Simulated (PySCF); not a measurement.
Compound: H₆NPSi.
Geometry (GFN2-xTB, Å), atoms numbered from 1 in this order:
```
atom  x, y, z in Å
N1    -1.3691    0.7249   -0.0782
Si2   -0.2278   -0.4618    0.4163
P3     1.5519   -0.0608   -0.8856
H4    -1.3940    1.0155   -1.0425
H5    -2.2969    0.7193    0.3109
H6    -0.0134   -0.2403    1.8488
H7    -0.5997   -1.8699    0.2008
H8     2.3986   -0.8848   -0.1700
H9     1.9640    1.0638   -0.1983
```

The closed-shell SCF was solved with PySCF and density fitting under several settings on one GFN2-xTB geometry (grid level 2 and gas phase unless stated).

```
                                                         settings  basis functions  SCF cycles     E (Eh)  HOMO (eV)  LUMO (eV)  dipole (D)
                                                    PBE0/pcSseg-1               95          12  -688.8710      -7.34       0.30        1.17
                                                   PBE0/def2-SVPD              116          12  -688.6753      -7.37       0.04        1.05
BP86/pcSseg-1, IEF-PCM dichloromethane, energy threshold 1e-07 Eh               95           8  -689.2674      -5.97      -0.44        1.36
 BHandHLYP/cc-pVTZ, energy threshold 1e-07 Eh, level shift 0.2 Eh              182           9  -689.2413      -8.34       1.05        1.13
  revPBE/def2-SVPD, energy threshold 1e-06 Eh, level shift 0.2 Eh              116           7  -688.8476      -6.04      -0.68        1.05
```

Task: Estimate the rows for these settings: (1) BHandHLYP/STO-3G, energy threshold 1e-11 Eh, start guess sap; (2) PBE0/3-21G, grid level 1, fitting basis def2-qzvpp-jkfit; (3) PBE0/6-31++G**, grid level 4, level shift 0.2 Eh.

Result: 
| settings | basis functions | SCF cycles | E (Eh) | HOMO (eV) | LUMO (eV) | dipole (D) |
| --- | --- | --- | --- | --- | --- | --- |
| BHandHLYP/STO-3G, energy threshold 1e-11 Eh, start guess sap | 29 | 9 | -681.2283 | -5.26 | 7.54 | 0.81 |
| PBE0/3-21G, grid level 1, fitting basis def2-qzvpp-jkfit | 47 | 8 | -685.2801 | -6.83 | 0.65 | 1.51 |
| PBE0/6-31++G**, grid level 4, level shift 0.2 Eh | 98 | 11 | -688.8752 | -7.36 | -0.31 | 1.06 |

Task: Over all rows, what range does the HOMO–LUMO gap span?

Result: From 5.36 eV (revPBE/def2-SVPD, energy threshold 1e-06 Eh, level shift 0.2 Eh) to 12.80 eV (BHandHLYP/STO-3G, energy threshold 1e-11 Eh, start guess sap). The functional of the narrowest has no exact exchange, that of the widest 50 % exact exchange.

Task: Compare two rows with the functional PBE0: PBE0/6-31++G**, grid level 4, level shift 0.2 Eh and PBE0/3-21G, grid level 1, fitting basis def2-qzvpp-jkfit. Which energy is lower, and by how much?

Result: PBE0/6-31++G**, grid level 4, level shift 0.2 Eh (98 functions) lies 3.5951 Eh or 2256 kcal/mol below PBE0/3-21G, grid level 1, fitting basis def2-qzvpp-jkfit (47 functions).

Cycle counts include a coarse-grid stage where the run had one. All basis functions are spherical, in the Pople sets too. One conformer (not necessarily the lowest) at the GFN2-xTB geometry, without vibrations or thermal averaging.
